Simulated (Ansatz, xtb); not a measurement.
## A geometry optimisation of CH3AlMg with r2SCAN-D4/def2-SVP

The starting geometry of this gas-phase triplet was built from a drawn formula by distance geometry and a force field; its bonds are those of `[CH][AlH][MgH]`.

```csv
atom,x (Å),y (Å),z (Å)
C,-0.9874,0.5478,-3.6125
Al,-1.1187,-1.1934,-2.6777
Mg,0.1977,-3.3127,-3.6152
H,-1.5677,1.3193,-3.0984
H,-2.1027,-1.3467,-1.4075
H,1.1450,-4.6873,-4.2015
```

Problem. Where would you expect an optimisation with r2SCAN-D4/def2-SVP to take it?

Solution. It keeps its bonds, and is `[CH][AlH][MgH]`.

The energy falls by 0.57 eV over 13 steps:

| step | E − E(last) (eV) |
| --- | --- |
| 1 | 0.567 |
| 2 | 0.211 |
| 4 | 0.051 |
| 5 | 0.032 |
| 6 | 0.020 |
| 8 | 0.005 |
| 9 | 0.004 |
| 10 | 0.000 |
| 12 | 0.000 |
| 13 | 0.000 |

Final geometry (Å):

```yaml
atoms:
  - { symbol: C, position_ang: [-1.2505, 0.4228, -3.1869] }
  - { symbol: Al, position_ang: [-1.3226, -1.3122, -2.4015] }
  - { symbol: Mg, position_ang: [0.2163, -3.2274, -3.6251] }
  - { symbol: H, position_ang: [-1.0020, 1.2639, -3.8436] }
  - { symbol: H, position_ang: [-2.2738, -1.4455, -1.1191] }
  - { symbol: H, position_ang: [1.1987, -4.3746, -4.4366] }
```

From the same start GFN2-xTB ends elsewhere, differing in C1–Mg3 (2.19 against 3.96 Å here).

No frequencies were run, so the end isn't proven a minimum. Open shells are spin-unrestricted. The triplet needn't be the ground state. Run with Ansatz 0.2.0, 52 s on 2 threads of Arm Neoverse V1, on a shared host.
